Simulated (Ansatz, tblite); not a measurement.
**BH2(SMe) (CH₅BS): removing an electron**

One table from this session's results is given with a row withheld; the runs are named, their logs left out.

Program: Ansatz 0.2.0, Gaussian basis. Level of theory: as each input shows. These are calculated values, not measurements.

The runs, in order: charge +1 doublet, at the geometry of the singlet (PBE0-D4/def2-TZVP, PBE-D4/def2-TZVP, r2SCAN-D4/def2-TZVP, CCSD(T)/def2-TZVPP); the starting singlet's energies come from earlier runs.

## The geometry

The geometry is that of the singlet, from an earlier relaxation (PBE0-D4/def2-TZVP).

8 atoms, charge 0, spin multiplicity 1.

Atoms are counted from 1 here; the program's logs count them from 0.

Bond lengths: B1–H2 1.194 Å, B1–H3 1.193 Å, B1–S4 1.750 Å, S4–C5 1.809 Å, C5–H6 1.088 Å, C5–H7 1.090 Å, C5–H8 1.090 Å. Angles: H2–B1–H3 122.9°, H2–B1–S4 121.2°, H3–B1–S4 115.9°, B1–S4–C5 105.8°, S4–C5–H6 109.9°, S4–C5–H7 109.0°, S4–C5–H8 109.2°, H6–C5–H7 109.9°, H6–C5–H8 109.9°, H7–C5–H8 109.0°.

The first run:

Input file in.yaml:

```yaml
crystal:
  periodic: [false, false, false]
  atoms:
    - {symbol: B, position_ang: [0.535276, 1.041827, -1.069878]}
    - {symbol: H, position_ang: [1.536648, 0.947667, -0.426989]}
    - {symbol: H, position_ang: [0.443265, 1.746318, -2.027677]}
    - {symbol: S, position_ang: [-0.900149, 0.134577, -0.648508]}
    - {symbol: C, position_ang: [-0.463690, -0.821958, 0.823057]}
    - {symbol: H, position_ang: [0.584327, -0.664943, 1.070252]}
    - {symbol: H, position_ang: [-0.643370, -1.878332, 0.624875]}
    - {symbol: H, position_ang: [-1.092297, -0.505156, 1.654858]}
basis:
  gaussian: {orbitals: def2-TZVP}
total_charge: 1
magnetization: {spin_polarized: true, initial_magnetization: 1}
hamiltonian: {xc: pbe0, dispersion: d4}
output: {orbitals: {seedname: orbitals}}
```

Launch:

```console
ansatz run in.yaml --threads 4 --pin off --events-out ev --progress --plain --max-ram 3916MiB
```

Among the steps run: Charge +1 doublet at the fixed geometry, PBE0-D4/def2-TZVP; Charge +1 doublet at the fixed geometry, PBE-D4/def2-TZVP; Charge +1 doublet at the fixed geometry, r2SCAN-D4/def2-TZVP; Charge +1 doublet at the fixed geometry, CCSD(T)/def2-TZVPP.

One table of the session follows, with a row left open; its other results are not shown here.

| method | vertical ionisation energy (eV) |
| --- | --- |
| HF/def2-TZVPP | 8.91 |
| PBE-D4/def2-TZVP | 10.11 |
| r2SCAN-D4/def2-TZVP | 10.08 |
| PBE0-D4/def2-TZVP | 10.11 |
| MP2/def2-TZVPP | 10.23 |
| CCSD/def2-TZVPP | 10.05 |
| CCSD(T)/def2-TZVPP | ? |

Q: Estimate the row for CCSD(T)/def2-TZVPP from the others.

As computed: vertical ionisation energy (eV): 10.15. In the column «vertical ionisation energy (eV)» it lies between PBE0-D4/def2-TZVP (10.11) and MP2/def2-TZVPP (10.23).

To keep in mind: CCSD(T)/def2-TZVPP isn't at the basis-set limit; small misses against it rank nothing.
